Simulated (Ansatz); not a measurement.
Basis-set extrapolation for C2H4FNO (`N/C(O)=C\F`) (PBE0-D4/def2-TZVP geometry, frozen core, Ansatz 0.2.0). Multiplicity 1, RHF reference.

```json
{"": "HF", "def2-TZVPP": "-306.911751", "def2-QZVPP": "-306.925782"}
{"": "MP2 correlation", "def2-TZVPP": "-1.013398", "def2-QZVPP": "-1.093524"}
{"": "CCSD(T) correlation", "def2-TZVPP": "-1.073048", "def2-QZVPP": "not run"}
```

Energies in hartree. Use E(X) = E(∞) + A·exp(−7.88·√X) for Hartree–Fock and E(X) = E(∞) + B·X^(−2.97) for correlation, with X = 3 and 4, and add CCSD(T) minus MP2 of the smaller set to the MP2 limit.

Q: What is the CCSD(T) energy at the basis-set limit?

A: HF limit: -306.925782 + (-0.014031) × 0.13774 = -306.92771. MP2 limit: -1.093524 + (-0.080126) × 0.74074 = -1.15288. Higher-order term: -1.073048 − (-1.013398) = -0.05965. Total: -308.14024 hartree, 97.5 kcal/mol below CCSD(T)/def2-TZVPP.
